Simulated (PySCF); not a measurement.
What each rung costs and misses: atomization of CS2, singlet

Geometry (MP2(full)/6-31G*, from the G2/97 set):

```xyz
3

S     0.0000    0.0000    1.5611
C     0.0000    0.0000    0.0000
S     0.0000    0.0000   -1.5611
```

Measured, as an electronic atomization energy: 277.8 kcal/mol (G2/97 heats of formation of molecule and atoms, with zero-point and thermal terms from B3LYP taken off; Curtiss et al., J. Chem. Phys. 106, 1063 (1997), Staroverov et al., J. Chem. Phys. 119, 12129 (2003)). The measured value holds scalar relativity and spin–orbit coupling, which all computed ones lack, and core correlation, which the wave-function levels lack. Atoms are taken at the same level; beside RHF, RMP2 and RCC rows they are unrestricted. PySCF 2.14.0; the 6-31G* set has Cartesian d functions; a miss is computed less measured; times are wall times on shared hosts and scatter by a factor of two or so; they hold the correlated step alone (with one SCF for RCCSD(T)), and functionals start from a converged Hartree–Fock density. B3LYP has the VWN-RPA form, and B2PLYP's MP2 part freezes the cores. A small miss in a small set is a cancellation of the method's error against the basis error.

```
    level        basis  miss (kcal/mol)  time of the run      hardware
  full CI       STO-3G            -11.5           0.35 s  1 CPU thread
 RCCSD(T)        6-31G            -78.8           0.46 s  1 CPU thread
   B2PLYP       STO-3G             16.5              1 s  1 CPU thread
     PBE0       STO-3G             40.0            1.2 s  1 CPU thread
      PBE       STO-3G             72.3            1.3 s  1 CPU thread
RCCSDT(Q)       STO-3G            -11.5            1.4 s  1 CPU thread
 RCCSD(T)       6-31G*            -24.9            1.6 s  1 CPU thread
   B2PLYP        6-31G            -55.9            1.6 s  1 CPU thread
     PBE0        6-31G            -40.6            1.6 s  1 CPU thread
   r2SCAN       STO-3G             51.0            1.7 s  1 CPU thread
      PBE        6-31G            -17.0            1.8 s  1 CPU thread
    B3LYP        6-31G            -46.0            1.9 s  1 CPU thread
   B2PLYP       6-31G*             -8.5            2.7 s  1 CPU thread
     PBE0       6-31G*              0.4            2.7 s  1 CPU thread
    B3LYP       6-31G*             -6.4            2.8 s  1 CPU thread
      PBE       6-31G*             19.4            2.9 s  1 CPU thread
   r2SCAN        6-31G            -32.3            2.9 s  1 CPU thread
     PBE0  cc-pV(D+d)Z              3.1            3.3 s  1 CPU thread
   B2PLYP  cc-pV(D+d)Z             -6.1            3.3 s  1 CPU thread
    B3LYP  cc-pV(D+d)Z             -3.6            3.4 s  1 CPU thread
      PBE  cc-pV(D+d)Z             22.1            3.5 s  1 CPU thread
   r2SCAN       6-31G*              6.1            4.7 s  1 CPU thread
   B97M-V        6-31G            -33.9             14 s  1 CPU thread
    SPW92  cc-pV(T+d)Z             66.1             15 s  1 CPU thread
  wB97M-V        6-31G            -46.1             15 s  1 CPU thread
     PBE0  cc-pV(T+d)Z              5.8             16 s  1 CPU thread
   B97M-V       6-31G*              7.9             16 s  1 CPU thread
    BHLYP  cc-pV(T+d)Z            -23.8             16 s  1 CPU thread
   B97M-V  cc-pV(D+d)Z             10.4             16 s  1 CPU thread
      PBE  cc-pV(T+d)Z             23.7             17 s  1 CPU thread
     BLYP  cc-pV(T+d)Z              7.2             17 s  1 CPU thread
  wB97M-V       6-31G*             -2.2             18 s  1 CPU thread
  wB97M-V  cc-pV(D+d)Z              1.2             19 s  1 CPU thread
RCCSDT(Q)        6-31G            -78.1             22 s  1 CPU thread
   r2SCAN  cc-pV(T+d)Z             10.7             24 s  1 CPU thread
CAM-B3LYP  cc-pV(T+d)Z             -6.7             29 s  1 CPU thread
 RCCSD(T)  cc-pV(T+d)Z            -11.6             40 s  1 CPU thread
  wB97M-V  cc-pV(T+d)Z              2.7             49 s  1 CPU thread
RCCSDT(Q)       6-31G*            -23.8          6.7 min  1 CPU thread
RCCSDT(Q)  cc-pV(D+d)Z            -25.5           15 min  1 CPU thread
```
